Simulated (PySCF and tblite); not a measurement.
Values are calculated unless marked as measured or tabulated.
C₄H₁₀O, numbered as in [CH3:1][CH2:2][CH2:3][O:4][CH3:5].

Free energies: PBE0-D3(BJ)/def2-TZVP (IEF-PCM, chloroform) on GFN2-xTB structures plus GFN2-xTB thermal terms, symmetry and mirror images included. Conformers within 3 kcal/mol (GFN2-xTB free energy) were kept, 10 at most. GIAO shieldings: wB97X-D/pcSseg-1 (IEF-PCM, chloroform). Shifts are against TMS (¹H), TMS (¹³C) at the same level. Run with PySCF (density fitting) and tblite.

Torsions listed: C1–C2–C3–O4, C2–C3–O4–C5. Of a mirror pair one member is shown.

```json
{"conformer": "1", "shape": "66°, -179°", "symmetry": "C1 (pair)", "E(GFN2) kcal/mol": "0.18", "E(DFT) kcal/mol": "0.14"}
{"conformer": "2", "shape": "180°, 180°", "symmetry": "Cs", "E(GFN2) kcal/mol": "0.07", "E(DFT) kcal/mol": "0.00"}
{"conformer": "3", "shape": "60°, 73°", "symmetry": "C1 (pair)", "E(GFN2) kcal/mol": "0.14", "E(DFT) kcal/mol": "1.09"}
{"conformer": "4", "shape": "-172°, -72°", "symmetry": "C1 (pair)", "E(GFN2) kcal/mol": "0.00", "E(DFT) kcal/mol": "1.15"}
```

Q: How much do the weights at 298.15 K and the averaged shift of C1 depend on how the conformers are weighted?

A: 
```tsv
weighting	1 (%)	2 (%)	3 (%)	4 (%)	δ (ppm)	rms dipole (D)
DFT energy with thermal terms, symmetry and mirror images (full scheme)	50	36	7	7	13.2	1.38
DFT energy with symmetry and mirror images	50	31	10	9	13.2	1.39
bare DFT energy	38	48	8	7	12.9	1.38
GFN2-xTB energy with symmetry and mirror images	25	15	27	34	12.6	1.48
GFN2-xTB free energy	28	20	22	30	12.7	1.47
leading conformer alone	100	0	0	0	14.3	1.36
equal weights	25	25	25	25	12.7	1.46
full scheme, search stopped after three starts	88	0	0	12	14.0	1.39
```

The largest departure from the full scheme, 1.2 ppm, comes with: leading conformer alone.
